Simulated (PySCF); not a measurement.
**From one method to the next for O2⁻**

Starting from one script, swap the method and compare what comes out for O2⁻.

Method: method and basis as typed in the scripts; program: PySCF 2.14.0.

1 further run of the same task is left out (it didn't finish).

**1. Where the work starts**

O2⁻: 2 atoms, charge -1, spin multiplicity 2.

Bond lengths: O1–O2 1.300 Å.

**2. The base run**

Contents of input.py:

```python
from pyscf import gto, scf, mcscf

mol = gto.M(
    atom='O 0 0 0; O 0 0 1.3',
    basis='crenbl',
    ecp={'O': 'crenbl'},
    charge=-1,
    spin=1,
    verbose=3,
)
mf = scf.ROHF(mol)
mf.kernel()
mc = mcscf.CASCI(mf, 4, 5)
mc.kernel()
mc.analyze()
mf.dip_moment()
print('orbital energies (hartree):', mf.mo_energy[..., max(0, mol.nelec[1]-3):mol.nelec[0]+3].round(4))
```

On the command line:

```
> OMP_NUM_THREADS=1 python input.py
```

**3. Population analysis**

Run 1 changes step after the SCF: casci → analyze.

Changes to input.py since step 2:

```diff
@@ -1,2 +1,2 @@
-from pyscf import gto, scf, mcscf
+from pyscf import gto, scf
 
@@ -12,5 +12,3 @@
 mf.kernel()
-mc = mcscf.CASCI(mf, 4, 5)
-mc.kernel()
-mc.analyze()
+mf.mulliken_pop()
 mf.dip_moment()
```

**4. Polarisability (UHF)**

Run 2 changes step after the SCF: casci → polarizability; SCF type: ROHF → UHF.

Contents of input.py:

```python
from pyscf import gto, scf
from pyscf.prop.polarizability import uhf as pol

mol = gto.M(
    atom='O 0 0 0; O 0 0 1.3',
    basis='crenbl',
    ecp={'O': 'crenbl'},
    charge=-1,
    spin=1,
    verbose=3,
)
mf = scf.UHF(mol)
mf.kernel()
print('polarizability (a.u.)')
print(pol.Polarizability(mf).polarizability().round(4))
mf.dip_moment()
print('orbital energies (hartree):', [e[max(0, n-3):n+3].round(4) for e, n in zip(mf.mo_energy, mol.nelec)])
```

Before running it: what results should come out? Wanted: for each run, E(SCF); from base; after the SCF.

As calculated:

```csv
run,E(SCF) (hartree),from base (eV),after the SCF
base,-31.263330,0,CASCI correlation -0.036 eV
population analysis,-31.263330,0.0000,n/a
polarisability (UHF),-31.271056,-0.2103,mean α 12.7 bohr³
```

**Reading.** Total energies from different bases, Hamiltonians or methods carry different errors, so properties are taken as differences within one set-up.
